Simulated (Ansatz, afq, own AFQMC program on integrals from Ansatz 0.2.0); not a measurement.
# Where AFQMC and coupled cluster stand for SiNH$_{2}$, doublet

```xyz
4

Si    0.0000    0.0000    0.6455
N     0.0000    0.0000   -1.0599
H     0.0000    0.8350   -1.6290
H     0.0000   -0.8350   -1.6290
```

Connectivity, by distances: Si–NH2.

Basis cc-pVDZ. Only valence electrons are correlated. Integrals, coupled cluster, full CI and functionals: Ansatz 0.2.0; the random walks run on the same integrals in our own AFQMC program. ph-AFQMC/CISD is guided by a CISD state made of CCSD amplitudes; releasing the constraint for a short imaginary time cuts its bias at the price of noise, slowly where states lie close. Free AFQMC starts from the CCSD state and is never constrained. Its projection time is finite, and what remains of the start isn't in its error. ± is one standard error of the sampling.

Determinant: UHF, the one that the program's search chose, which needn't be the lowest solution. The geometry is a point of a scan.

No full CI on the walks' own integrals is used here; CCSDT(Q) serves as the reference and is uncertain by about the last step of the cluster series.

```
T1 diagnostic                               : 0.0197
weight of the determinant in the CISD state : 0.880
⟨S²⟩ of the determinant                     : 0.772
size of the correlated space                : 11 electrons in 36 orbitals
```

Reference: CCSDT(Q), correlation energy -7.423 eV. The released energy is read at 2.40 1/Eh (meV from the phaseless value at times in 1/Eh: 10 ± 14 at 0.24, -18 ± 12 at 0.51, -31 ± 11 at 0.99, -56 ± 14 at 1.62, -25 ± 21 at 2.40).

```
         level  E − E(reference) (kcal/mol)  share of correlation (%)
            HF                       171.18                      0.00
           MP2                        21.92                     87.20
          CCSD                         5.71                     96.66
       CCSD(T)                         0.91                     99.47
         CCSDT                         0.45                     99.74
   ph-AFQMC/HF                 -1.97 ± 1.59                    101.15
 ph-AFQMC/CISD                  0.71 ± 0.30                     99.59
released AFQMC                  0.14 ± 0.48                     99.92
    free AFQMC                 -0.40 ± 0.66                    100.23
```

Free projections are given only where their last times agree within the noise and don't stop above the reference; a slow remainder of the start can still hide under it. A walk keeps the symmetry of its determinant, which the program's search chose and which needn't be the lowest solution, so a lower state of the same spin and another symmetry isn't excluded. Released energies are given only where the last usable release times agree within the noise; a slower fall can still hide under it.
